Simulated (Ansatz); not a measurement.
## How the TO(Γ) frequency of zinc-blende CdS (metastable phase) moves with the method

No measured value is used here.

```csv
level (code),value (cm⁻¹),cell (Å³/atom)
LDA (Ansatz),244,23.85
PBE (Ansatz),216,26.02
r²SCAN (Ansatz),228,25.38
```

Each level is taken at its own relaxed cell. Cutoffs differ between the levels. Ansatz's density-functional and Hartree–Fock values are scalar-relativistic unless marked +SOC, with PAW data made under PBE.

Ansatz is a first-principles code.
